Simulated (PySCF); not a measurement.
# MgSi: from the state search to spectroscopic constants

The task here is to estimate one member of a computed series from the others.

Method: Mg aug-cc-pVDZ, Si aug-cc-pV(D+d)Z, no relativity; program: PySCF 2.14.0.

The first run:

The job is set up so:

```yaml
atoms: Mg, Si
charge: 0
basis: Mg aug-cc-pVDZ, Si aug-cc-pV(D+d)Z
Hamiltonian: no relativity
basis_functions: 59
electrons_treated: 26
masses_in_u: 23.9850, 27.9769
levels: PBE0, PBE, r²SCAN, PBEsol, B97-3, BLYP, HF, MP2, SCS-MP2, CCSD, CCSD(T)
grid: 80 radial by 434 angular points
occupations: held fixed by the projection of orbital angular momentum
dissociation_limit: Mg + Si, each in its ground configuration
starting_distance_in_angstrom: 2.470
values_of_2S_to_try: 0, 2
```

The run is started by

```console
$ OMP_NUM_THREADS=1 python dia.py task.json out
```

Steps of the session up to this table: Set-up; The PBE0 curve of the state that the search chose; Higher solutions at PBE0; PBE; r²SCAN (meta-GGA); PBEsol (GGA); B97-3 (global hybrid GGA); BLYP (GGA); ROHF (mean field); Correlated methods on the Hartree–Fock reference.

One of the session's tables, all rows but one given; the rest of the session is left out.

It belongs to the step «Constants by level of theory». 

| level | Re (Å) | ωe (cm⁻¹) | De (eV) |
| --- | --- | --- | --- |
| ROHF | 2.764 | 178.0 | 0.228 |
| ROHF-MP2 | 2.557 | 313 | 0.84 |
| ROHF-SCS-MP2 | 2.581 | 293.4 | 0.70 |
| ROHF-CCSD | 2.603 | 289.1 | 0.72 |
| ROHF-CCSD(T) | ? | ? | ? |
| PBE | 2.556 | 312 | 1.26 |
| PBEsol | 2.542 | 320 | 1.39 |
| BLYP | 2.586 | 289.4 | 0.96 |
| r²SCAN | 2.544 | 324 | 1.32 |
| PBE0 | 2.555 | 311 | 1.14 |
| B97-3 | 2.567 | 303 | 1.02 |

Q: Estimate the row for ROHF-CCSD(T) from the others.

The run gave: Re (Å): 2.584; ωe (cm⁻¹): 305; De (eV): 0.86. In the column «Re (Å)» it lies between ROHF-SCS-MP2 (2.581) and BLYP (2.586).

De is counted to Mg + Si in their ground configurations.
